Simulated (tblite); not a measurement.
Species: C3H6NP.
Numbering: `[CH3:1][PH:2][CH2:3][C:4]#[N:5]` (hydrogens: H6, H7, H8 on C1; H9 on P2; H10, H11 on C3)

Structure used (GFN2-xTB), in Å, numbered top down from 1:
```xyz
11
C3H6NP angstrom
C     -1.533   -0.245   -0.019
P     -0.427    1.184    0.379
C      1.149    0.567   -0.452
C      1.505   -0.731    0.030
N      1.744   -1.768    0.451
H     -1.809   -0.200   -1.072
H     -2.439   -0.153    0.577
H     -1.049   -1.197    0.194
H     -0.068    0.726    1.656
H      0.981    0.540   -1.533
H      1.951    1.278   -0.236
```

Computed with GFN2-xTB (tblite): harmonic, unscaled wavenumbers at the GFN2-xTB geometry, gas phase. The method is semi-empirical: single wavenumbers can be off by several per cent or more. Modes of hydrogen on phosphorus can be 10 to 20 % off. One conformer, not necessarily the lowest.

Harmonic wavenumbers (cm⁻¹): 82.8, 143.1, 187.4, 254.3, 373.3, 476.5, 670.3, 706.6, 746.6, 751.8, 885.9, 910.0, 989.4, 1000.3, 1077.2, 1178.7, 1322.6, 1384.7, 1438.7, 1450.6, 2252.3, 2393.4, 2942.3, 2955.8, 2999.4, 3003.3, 3018.0.

A = 7070, B = 2688, C = 2189 MHz; mass 87.024 u (most abundant isotopes); point group C1, symmetry number 1.

Task: What is the zero-point energy?

Result: ½Σν̃ = 17798 cm⁻¹ = 50.89 kcal/mol.

Task: Give the ideal-gas entropy at 500 K and 1 bar in the rigid-rotor, harmonic-oscillator model (classical rotation).

Result: Translation 41.90, rotation 27.99, vibration 24.95: S = 94.8 cal/(mol K).

Task: And Cp and H(500 K) − H(0)?

Result: Cp = 33.82 cal/(mol K), of which vibrations give 25.87 (their classical limit is 27 R = 53.7); H(500 K) − H(0) = 10.63 kcal/mol without the zero-point energy, 6.66 from vibrations.

Task: What must be added to the electronic energy to get the Gibbs energy at 500 K and 1 bar?

Result: ZPE + [H(500 K) − H(0)] − T·S = 50.89 + 10.63 − 47.42 = 14.10 kcal/mol.

Task: How do the functions run with temperature in this model?

Result: 
```json
{"T (K)": "50", "S (cal/(mol K))": "52.5", "Cp (cal/(mol K))": "10.1", "H − H(0) (kcal/mol)": "0.43", "G − H(0) (kcal/mol)": "-2.19", "ln q(vib)": "0.12"}
{"T (K)": "100", "S (cal/(mol K))": "60.6", "Cp (cal/(mol K))": "13.4", "H − H(0) (kcal/mol)": "1.02", "G − H(0) (kcal/mol)": "-5.03", "ln q(vib)": "0.60"}
{"T (K)": "298.15", "S (cal/(mol K))": "79.9", "Cp (cal/(mol K))": "24.2", "H − H(0) (kcal/mol)": "4.72", "G − H(0) (kcal/mol)": "-19.10", "ln q(vib)": "3.14"}
{"T (K)": "373.15", "S (cal/(mol K))": "85.8", "Cp (cal/(mol K))": "28.2", "H − H(0) (kcal/mol)": "6.69", "G − H(0) (kcal/mol)": "-25.32", "ln q(vib)": "4.15"}
{"T (K)": "750", "S (cal/(mol K))": "110.2", "Cp (cal/(mol K))": "41.7", "H − H(0) (kcal/mol)": "20.14", "G − H(0) (kcal/mol)": "-62.47", "ln q(vib)": "9.13"}
{"T (K)": "1000", "S (cal/(mol K))": "122.9", "Cp (cal/(mol K))": "47.0", "H − H(0) (kcal/mol)": "31.27", "G − H(0) (kcal/mol)": "-91.65", "ln q(vib)": "12.18"}
```

q(vib) and H(0) count from the zero-point level.

Task: Which modes carry the vibrational entropy at 500 K?

Result: 82.8 cm⁻¹: 4.84; 143.1 cm⁻¹: 3.76; 187.4 cm⁻¹: 3.24; 254.3 cm⁻¹: 2.65; 373.3 cm⁻¹: 1.94; 476.5 cm⁻¹: 1.51 cal/(mol K); the other 21 give 7.01 together.

Task: Blend soft modes into free rotors: weight 1/[1 + (100 cm⁻¹/ν̃)⁴] for the oscillator and the rest for a rotor with moment μB/(μ + B), μ = h/(8π²ν), B = 10⁻⁴⁴ kg m². What vibrational entropy results?

Result: 23.89 cal/(mol K) in place of 24.95, which changes −T·S at 500 K by +0.53 kcal/mol.

Hindered rotation and anharmonicity are outside this model. Other conformers, if any are populated, would add a mixing term that is left out. The structure is chiral; the term R ln 2 for an equal mix with its mirror image is left out.
